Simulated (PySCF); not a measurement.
# First-order multiplets

Numbering as in the mapped SMILES `[CH2:1]=[CH:2][CH:3]([F:4])[F:5]`; H(Xn) means a hydrogen on atom n. Ha(C1) is cis to C3; Hb(C1) is trans to C3.

Method: shielding tensors at PBE/pcSseg-2 (GIAO), spin–spin couplings from B3LYP/pcJ-1, geometry: PBE0-D3(BJ)/def2-SVP, in PySCF 2.14.0 with density-fitted response routines (non-relativistic, one computed conformer, isolated molecule, averaged over atoms made equivalent by symmetry, fast rotation or ring inversion).

δ = σ(ref) − σ, references computed at the same level: TMS for ¹H, ¹³C; ¹⁹F against CFCl3.

Spectrometer: 400 MHz for ¹H. First-order analysis; couplings under 1 Hz (under 4 Hz in carbon signals) are ignored, and nearly equal couplings are merged; the smaller ones broaden or split the lines further.

**Question.** What pattern does H(C3) show (¹H)?

**Answer.** A triplet of quartets at δ 6.45: 63.6 Hz to F4/F5 (2 × ¹⁹F, 2 bonds away), 1.9 Hz to Ha(C1) and Hb(C1) and H(C2) (3 × ¹H, 3 or 4 bonds away). Lines in Hz from the centre (relative intensity): +66.5 (1), +64.5 (3), +62.6 (3), +60.8 (1), +2.9 (2), +0.9 (6), -0.9 (6), -2.9 (2), -60.8 (1), -62.6 (3), -64.5 (3), -66.5 (1). The outer lines are 132.9 Hz apart, the sum of the couplings kept, or 0.332 ppm at this field.

**Question.** What pattern does C2 show in the proton-coupled ¹³C spectrum?

**Answer.** A doublet of triplets at δ 145.0: 169.0 Hz to H(C2) (1 × ¹H, 1 bond away), 20.7 Hz to F4/F5 (2 × ¹⁹F, 2 bonds away). Lines in Hz from the centre (relative intensity): +105.2 (1), +84.5 (2), +63.8 (1), -63.8 (1), -84.5 (2), -105.2 (1). The outer lines are 210.4 Hz apart, the sum of the couplings kept, or 2.092 ppm at this field.

**Question.** What pattern does F4/F5 show (¹⁹F)?

**Answer.** A doublet of doublets of doublets at δ -152.9: 63.6 Hz to H(C3) (1 × ¹H, 2 bonds away), 12.2 Hz to H(C2) (1 × ¹H, 3 bonds away), 2.5 Hz to Ha(C1) (1 × ¹H, 4 bonds away). Lines in Hz from the centre (relative intensity): +39.1 (1), +36.6 (1), +26.9 (1), +24.4 (1), -24.4 (1), -26.9 (1), -36.6 (1), -39.1 (1). The outer lines are 78.3 Hz apart, the sum of the couplings kept, or 0.208 ppm at this field.

Unscaled 3J(H,H) at this level run about 10 % above measured values. Couplings across =CH–CH2 type bonds come from one rotamer and its mirror image, and can be 1–2 Hz further off. Vicinal couplings across rotatable single bonds and in flexible rings belong to the one computed conformer; a conformer average would change them.
